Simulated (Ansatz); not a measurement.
**AlO₂+ (singlet): from Hartree-Fock to the top rungs, cc-pVDZ**

An exercise on one series of results from a longer session: the logs are not shown, and one member is left open.

Computed with Ansatz 0.2.0, Gaussian basis. Level: cc-pVDZ, core rule «outside noble gas», up to 7 orbitals frozen.

To be run: UHF; CCSD(T) on RHF; CCSD(T) on UHF; BCCD(T) on RHF; CISD; CCSDT(Q) on RHF; CCSDT(Q) on UHF; CASSCF and MRCISD+Q, 10 electrons in 10 orbitals; CASSCF and NEVPT2, 10 electrons in 10 orbitals.

35 further runs of the same task are left out: 12 for a known fault of the program, 7 that didn't finish, 16 set aside as unsound or not needed.

## The geometry

The geometry is a PBE0/def2-TZVP stationary point (not a proven minimum) of the parent state, kept for this charge and spin.

3 atoms, charge 1, spin multiplicity 1.

Atoms are counted from 1 here; the program's logs count them from 0.

Bond lengths: Al1–O2 1.733 Å, O2–O3 1.294 Å. Angles: Al1–O2–O3 180.0°.

The first run:

The input, in.yaml:

```yaml
crystal:
  periodic: [false, false, false]
  atoms:
    - {symbol: Al, position_ang: [0.000000, 0.000000, 1.586946]}
    - {symbol: O, position_ang: [0.000000, 0.000000, -0.146400]}
    - {symbol: O, position_ang: [0.000000, 0.000000, -1.440545]}
basis:
  gaussian: {orbitals: cc-pVDZ}
total_charge: 1
magnetization: {spin_polarized: true, initial_magnetization: 0}
hamiltonian: {xc: hf}
output: {orbitals: {seedname: orbitals}}
```

Run with:

```console
$ ansatz run in.yaml --threads 1 --pin off --events-out ev --progress --plain --max-ram 2393MiB
```

Steps of the session up to this table: UHF; CCSD(T) on RHF; CCSD(T) on UHF; BCCD(T) on RHF; CISD; CCSDT(Q) on RHF; CCSDT(Q) on UHF; CASSCF and MRCISD+Q, 10 electrons in 10 orbitals; CASSCF and NEVPT2, 10 electrons in 10 orbitals.

One of the session's tables, all rows but one given; the rest of the session is left out.

| method | from RCCSDT(Q) (kJ/mol) |
| --- | --- |
| RHF | +1239.6 |
| RMP2 | +121.9 |
| UMP2 | +55.5 |
| CISD | +215.8 |
| RCCSD | +84.9 |
| UCCSD | -8.9 |
| RCCSD(T) | ? |
| UCCSD(T) | -56.8 |
| BCCD(T) | +32.7 |
| RCCSDT | +20.6 |
| UCCSDT | -85.9 |
| RCCSDT(Q) | 0 |
| UCCSDT(Q) | -107.6 |
| CASSCF valence | +749.5 |
| NEVPT2 valence | +90.4 |
| MRCISD valence | +52.4 |
| MRCISD+Q valence | +6.7 |

Q: Estimate the row for RCCSD(T) from the others.

The run gave: from RCCSDT(Q) (kJ/mol): +30.7. In the column «from RCCSDT(Q) (kJ/mol)» it lies between RCCSDT (+20.6) and BCCD(T) (+32.7).

Left out of the table: UHF (another determinant or state than the rows shown).

Caveats from the session: The determinant is far from a pure spin state, so its energy mixes those of several spin states (harmless only where they are near-degenerate, as at dissociation). The report flags that the cluster equations may have other roots. The program flags UCCSD(T), RCCSDT(Q), UCCSDT(Q) as in doubt, so the zero of the table is itself unsure. Warnings: restricted reference is unstable; spin contamination; coupled cluster took another determinant than the lowest; large T1 diagnostic. Restricted and unrestricted rows rest on different reference determinants; where their highest levels disagree by more than a few hundredths of an eV, they describe different states and don't form one ladder.
